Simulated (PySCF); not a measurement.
SCF from a fresh guess for singlet [AlH4]-, at the PBE0 minimum. PySCF input:

```python
from pyscf import gto, scf, dft
mol = gto.M(atom='''
Al     0.000000     0.000000     0.000000
H      1.344228    -0.000045     0.950513
H     -1.344228    -0.000000     0.950513
H      0.000023     1.344251    -0.950481
H     -0.000023    -1.344205    -0.950545''',
    basis={'Al': 'def2-TZVPD', 'H': 'def2-TZVPD'},
    charge=-1, spin=0)
mf = dft.RKS(mol, xc='PBE0')
mf.grids.atom_grid = (50, 194)
aux = {'Al': 'def2-universal-JKFIT', 'H': 'def2-universal-JKFIT'}
mf = mf.density_fit(auxbasis=aux)
mf.conv_tol = 1e-08
mf.diis_space = 10
mf.max_cycle = 60
mf.init_guess = 'minao'
mf.verbose = 4
mf.kernel()
```

Excerpt of the output (cycles and frontier levels):

```
init E= -244.299939109497
  HOMO = -0.313915532745461  LUMO = 0.00268954249894503  gap/eV = 8.61526
cycle= 1 E= -244.703649495269  delta_E= -0.404  |g|= 0.195  |ddm|= 1.35
  HOMO = -0.0430810093852801  LUMO = 0.157234146281764  gap/eV = 5.45085
cycle= 2 E= -244.723325921572  delta_E= -0.0197  |g|= 0.079  |ddm|= 0.536
  HOMO = -0.0864663591215785  LUMO = 0.147688399908457  gap/eV = 6.37168
cycle= 3 E= -244.726594778985  delta_E= -0.00327  |g|= 0.0203  |ddm|= 0.148
  HOMO = -0.0853251070742964  LUMO = 0.147692963053858  gap/eV = 6.34074
cycle= 4 E= -244.726691763167  delta_E= -9.7e-05  |g|= 0.00329  |ddm|= 0.0247
  HOMO = -0.0856703328200161  LUMO = 0.147515504218353  gap/eV = 6.34531
cycle= 5 E= -244.726692734856  delta_E= -9.72e-07  |g|= 0.000491  |ddm|= 0.00268
  HOMO = -0.0856924921087663  LUMO = 0.147495240806814  gap/eV = 6.34536
cycle= 6 E= -244.726692826119  delta_E= -9.13e-08  |g|= 2.03e-05  |ddm|= 0.000821
  HOMO = -0.0856920746696763  LUMO = 0.14749666435609  gap/eV = 6.34539
cycle= 7 E= -244.726692826327  delta_E= -2.07e-10  |g|= 1.65e-06  |ddm|= 7.74e-05
  HOMO = -0.0856912821341119  LUMO = 0.14749673666223  gap/eV = 6.34537
Extra cycle  E= -244.72669282633  delta_E= -3.24e-12  |g|= 5.31e-07  |ddm|= 3.9e-06
converged SCF energy = -244.72669282633
```

No lower solution of this spin was found by a stability analysis within the restricted form, which does not test spin polarisation.

The search for the lowest solution, with the stability check, took 2.7 s on 2 threads of a shared Arm Neoverse N1 host, with 79 basis functions; the process peaked at 0.34 GiB.
